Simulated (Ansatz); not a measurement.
This script drives Ansatz 0.2.0 through its Python package.

`c2h2o2.xyz`
```text
6

O    -0.62310   -1.65890    0.76080
C    -0.39570   -0.69520    0.03890
C     0.26450    0.52860   -0.03370
O    -0.42470   -0.13290   -1.13860
H     1.37370    0.49140   -0.12190
H    -0.15260    1.40290    0.44820
```

`field.py`
```python
"""Response of C2H2O2 to a pair of distant point charges."""

import ansatz as az
import numpy as np


def main() -> None:
    molecule = az.Crystal.molecule_from_extxyz("c2h2o2.xyz")

    setup = molecule.calculation()
    setup = setup.basis(gaussian="def2-SVPD")
    setup = setup.correlation("mp2", electrons="valence")
    setup = setup.forces()
    # charges +q and -q at -R and +R make a nearly even field 2 k q / R^2 at the centre
    centre = np.mean([site.position_ang for site in molecule.cartesian_sites], axis=0)
    field = 2 * 14.399645 * 2.0 / 40.0 ** 2


    def dipole(axis, sign):
        arm = 40.0 * np.eye(3)[axis]
        pair = [{"charge": sign * 2.0, "position_ang": (centre - arm).tolist()}, {"charge": -sign * 2.0, "position_ang": (centre + arm).tolist()}]
        deck = setup.input().set(az.key.basis.gaussian.point_charges, pair)
        return np.array(az.Session.from_dict(deck).plan().execute().report["charge_distribution"]["dipole_moment_e_ang"])


    print(f"field {field:.4f} V/A")
    alpha = np.array([(dipole(axis, 1) - dipole(axis, -1)) / (2 * field) * 14.399645 for axis in range(3)])
    print("polarisability tensor (A^3)")
    print(np.array2string(alpha, precision=3, suppress_small=True))
    print(f"mean {np.trace(alpha) / 3:.3f} A^3 = {np.trace(alpha) / 3 / 0.14818471:.2f} bohr^3")


if __name__ == "__main__":
    main()
```

It is started by `python field.py`. Estimate its wall time and peak memory on 1 thread of Intel(R) Xeon(R) Platinum 8259CL CPU @ 2.50GHz (Skylake/Cascade Lake), on a shared host.

It took about 24 s, with a peak of 0.3 GiB, for 6 runs of the engine.

```console
$ python field.py
field 0.0360 V/A
polarisability tensor (A^3)
[[ 3.796  0.702 -0.002]
 [ 0.703  5.067 -0.546]
 [-0.002 -0.544  4.295]]
mean 4.386 A^3 = 29.60 bohr^3
```

The settings weren't tested for convergence. The geometry is a force-field or estimated start, not a minimum of this method, and the basis set is short of its limit. The field of two point charges is only nearly even.

(Lines on the test bed's own set-up are left out of the output.)
